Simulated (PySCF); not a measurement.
Q: Write Cartesian coordinates for `FCC(F)(F)Cl` as optimised with PBE0-D3(BJ)/def2-TZVP.

A: 
```
atom  x, y, z in Å
F1    -1.7719   -0.3481   -0.1256
C2    -0.6676    0.4156    0.1276
C3     0.5786   -0.4045   -0.1368
F4     0.6221   -1.4829    0.6491
F5     0.6193   -0.8271   -1.4024
Cl6    2.0023    0.6058    0.1841
H7    -0.6649    1.2861   -0.5311
H8    -0.6695    0.7281    1.1737
```

Any rigid rotation of these coordinates is as good. Atoms count from 1 in this order. The C–F distances run from 1.335 Å (C3–F5, drawn single) to 1.366 Å (F1–C2, drawn single), a spread of 0.031 Å.

Bonds between heavy atoms (Å): F1–C2 1.366, C2–C3 1.515, C3–F4 1.335, C3–F5 1.335, C3–Cl6 1.775.

The calculation used PBE0-D3(BJ)/def2-TZVP geometry optimisation, gas phase (PySCF 2.14.0).

Point group: Cs (tolerance 0.08 Å). Stationary, but not proved a minimum. The numbers are those of one conformer (F1–C2–C3–F4 -60°).
